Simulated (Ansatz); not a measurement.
System: anatase TiO₂ (metastable phase). Method: HSE06 (PAW; Ansatz, a first-principles code).

Settings: plane-wave cutoff 520 eV, 8×8×8 k mesh, no spin polarisation, scalar-relativistic PAW data made under PBE.

Computed at the level's own relaxed cell.

Q: What does this level give for the Voigt–Reuss–Hill bulk modulus, elastic constant C12, Poisson ratio, elastic constant C66, elastic constant C11, elastic constant C13, elastic constant C33 and elastic constant C44?

A: 
* **Voigt–Reuss–Hill bulk modulus**: 208 GPa
* **elastic constant C12**: 164 GPa
* **Poisson ratio**: 0.359
* **elastic constant C66**: 67.0 GPa
* **elastic constant C11**: 372 GPa
* **elastic constant C13**: 159 GPa
* **elastic constant C33**: 228 GPa
* **elastic constant C44**: 52.7 GPa

Elastic constants are with the ions relaxed.

Computed values are for the static lattice.
